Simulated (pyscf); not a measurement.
**Four-centre exchange: H₃C–SiH₂–Cl + hydrogen (H₂) -> methane (CH₄) + H₃Si–Cl**

Gas phase, singlet surface, charge 0. Bonds broken: C1–Si2, H9–H10. Bonds formed: C1–H9, Si2–H10. Optimised with ωB97X-D3(BJ)/def2-SVP in PySCF.

Transition state (Å):

```xyz
10

C     -1.3551     1.2568    -0.1437
Si    -0.0640    -0.4321     0.0431
Cl     0.7952    -2.3054     0.6172
H     -2.3409     1.1058    -0.6172
H     -1.4734     1.9190     0.7318
H     -0.7256     1.7935    -0.8720
H      0.9721     0.4579     0.6130
H     -0.3131    -0.7438    -1.3821
H     -1.4787    -0.0204     0.7073
H     -1.3105    -0.8884     1.1226
```

One imaginary mode, 1464i cm⁻¹; descent along it reached the two sides named.

```
bond     change  reactant side (Å)  saddle  product side
-------  ------  -----------------  ------  ------------
C1–Si2   breaks              1.866   2.134           3.6
H9–H10   breaks              0.761   0.977           2.7
C1–H9     forms                3.4   1.540         1.100
Si2–H10   forms                4.5   1.711         1.485
```

Electronic energies relative to the separated reactants (kcal/mol):

| level | barrier | reaction energy | reverse barrier |
|---|---|---|---|
| ωB97X-D3(BJ)/def2-TZVP | 69.6 | -3.4 | 73.0 |
| PBE/def2-TZVP | 60.7 | -4.7 | 65.4 |
| r²SCAN/def2-TZVP | 64.3 | -3.9 | 68.2 |
| B3LYP-D3(BJ)/def2-TZVP | 68.1 | -4.8 | 72.9 |
| PBE0-D3(BJ)/def2-TZVP | 63.8 | -4.2 | 68.0 |
| M06-2X/def2-TZVP | 69.9 | -3.5 | 73.5 |
| ωB97M-D3(BJ)/def2-TZVP | 68.5 | -4.4 | 72.9 |
| HF/def2-TZVP | 86.4 | -9.7 | 96.0 |

With ωB97M-D3(BJ)/def2-TZVP energies and thermal terms (ideal gas, 1 atm, RRHO with modes under 100 cm⁻¹ raised to 100, one conformer, R ln 2 for chiral ones without a mode under 150 cm⁻¹), in kcal/mol:

```
T (K)   ΔH‡    ΔG‡    ΔH    ΔG
-----  ----  -----  ----  ----
298    69.6   77.8  -1.6  -2.2
600    68.7   86.5  -3.0  -2.2
900    68.4   95.5  -4.1  -1.6
1200   68.5  104.5  -4.9  -0.7
```

At the saddle there is also a short H–Si contact that neither side keeps. The same reactants have a lower exit, to H₃C–SiH₃ + HCl (barrier +53.4 kcal/mol at ωB97M-D3(BJ)/def2-TZVP, against +68.5 kcal/mol here). This is the saddle that the search found; another between the same sides may lie lower.
